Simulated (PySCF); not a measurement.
Atom-mapped SMILES (the numbers label the heavy atoms): `[O:1]=[C:2]([Cl:3])[C:4](=[O:5])[Cl:6]`.

Geometry: PBE0-D3(BJ)/def2-TZVP; GIAO absolute shieldings from PySCF, gas phase, non-relativistic, averaged over equivalent atoms.

At PBE0/pcSseg-2 (230 basis functions, 10 s wall time on 1 thread of an AMD EPYC 9R45 96-Core, shared host):
```tsv
atoms	σ (ppm)
O1/O5	-278.1
C2/C4	10.3
Cl3/Cl6	506.2
```

Question: Predict the values at wB97X-D/pcSseg-2 on the same geometry.

Answer: 
| atoms | σ at wB97X-D/pcSseg-2 | change |
| --- | --- | --- |
| O1/O5 | -282.8 | -4.7 |
| C2/C4 | 9.1 | -1.2 |
| Cl3/Cl6 | 507.5 | +1.3 |

The largest change is at O1/O5 (carbonyl oxygen). Cost: 230 basis functions, 13 s wall time on 1 thread of an AMD EPYC 9R45 96-Core, shared host.

Carbons that carry Cl, above all several Cl atoms, come out too deshielded, partly because spin–orbit coupling is missing.
